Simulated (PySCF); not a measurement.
**SMILES FOF, F2O**

Molfile (atoms numbered from 1):
```
F2O
     RDKit          3D

  3  2  0  0  0  0  0  0  0  0999 V2000
   -1.0801   -0.3136    0.0057 F   0  0  0  0  0  0  0  0  0  0  0  0
    0.0038    0.5396   -0.0039 O   0  0  0  0  0  0  0  0  0  0  0  0
    1.0949   -0.3045    0.0096 F   0  0  0  0  0  0  0  0  0  0  0  0
  1  2  1  0
  2  3  1  0
M  END
```

Computed with GIAO B3LYP/def2-TZVPD magnetisability, rotational g tensor and spin-rotation constants, non-relativistic, gas phase (PySCF 2.14.0). Geometry: PBE0-D3(BJ)/def2-SVP.

**Question.** How diamagnetic is it, and how anisotropic?

**Answer.** Isotropic -247 × 10⁻³⁰ J/T², or -14.9 × 10⁻⁶ cm³/mol; principal values -314, -259, -168 × 10⁻³⁰ J/T², anisotropy 128 × 10⁻³⁰ J/T² (root of half the summed squared differences of the principal values). The susceptibility is in cgs units.

**Question.** Split it along the inertial axes a, b, c into diamagnetic and paramagnetic parts about the centre of mass, with the quadrupole moment.

**Answer.** 
```csv
axis,χ (10⁻⁶ cm³/mol),diamagnetic (10⁻⁶ cm³/mol),paramagnetic (10⁻⁶ cm³/mol),summed x² of all electrons (Å²),quadrupole Θ (D Å)
a,-18.9,-43.1,24.2,24.4,-0.08
b,-15.6,-116.8,101.3,7.0,+0.45
c,-10.1,-133.3,123.2,3.1,-0.37
```
Anisotropies 2χaa − χbb − χcc = -12.1 and 2χbb − χaa − χcc = -2.1 × 10⁻⁶ cm³/mol. Θ is traceless in Buckingham's convention.

**Question.** And the rotational g tensor?

**Answer.** 
| axis | rotational constant (GHz) | g | nuclear part | electronic part |
| --- | --- | --- | --- | --- |
| a | 62.3275 | -0.2132 | 0.4959 | -0.7091 |
| b | 11.2466 | -0.0578 | 0.4772 | -0.5350 |
| c | 9.5274 | -0.0712 | 0.4800 | -0.5512 |

Asymmetric top; isotopes 19F, 16O; no vibrational averaging.
